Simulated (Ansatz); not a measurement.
**AlSF (triplet): the correlation ladder, def2-QZVPP**

The task here is to estimate one member of a computed series from the others.

Program: Ansatz 0.2.0, Gaussian basis. Level of theory: def2-QZVPP, core rule «outside noble gas», up to 11 orbitals frozen. These are calculated values, not measurements.

The runs, in order: UHF; ROHF; CCSD(T) on UHF.

2 further runs of the same task are left out: 2 set aside as unsound or not needed.

## The system

The geometry is a PBE0/def2-TZVP stationary point (not a proven minimum) of the parent state, kept for this charge and spin.

3 atoms, charge 0, spin multiplicity 3.

Atoms are counted from 1 here; the program's logs count them from 0.

Bond lengths: F1–Al2 1.631 Å, Al2–S3 1.996 Å. Angles: F1–Al2–S3 180.0°.

The first run:

The input, in.yaml:

```yaml
crystal:
  periodic: [false, false, false]
  atoms:
    - {symbol: F, position_ang: [0.000000, 0.000000, -1.752567]}
    - {symbol: Al, position_ang: [0.000000, 0.000000, -0.121767]}
    - {symbol: S, position_ang: [0.000000, 0.000000, 1.874333]}
basis:
  gaussian: {orbitals: "def2-QZVPP.json"}
magnetization: {spin_polarized: true, initial_magnetization: 2}
hamiltonian: {xc: hf}
output: {orbitals: {seedname: orbitals}}
```

On the command line:

```bash
$ ansatz run in.yaml --threads 1 --pin off --events-out ev --progress --plain --max-ram 2393MiB
```

Among the steps run: UHF; ROHF; CCSD(T) on UHF.

One table of the session follows, with a row left open; its other results are not shown here.

```
  method  from UCCSD(T) (meV)
    ROHF             +14735.7
     UHF                    ?
    UMP2              +1065.3
   UCCSD               +580.8
UCCSD(T)                    0
```

Estimate the missing values for UHF.

The run gave: from UCCSD(T) (meV): +14575.3. In the column «from UCCSD(T) (meV)» it lies between UMP2 (+1065.3) and ROHF (+14735.7).
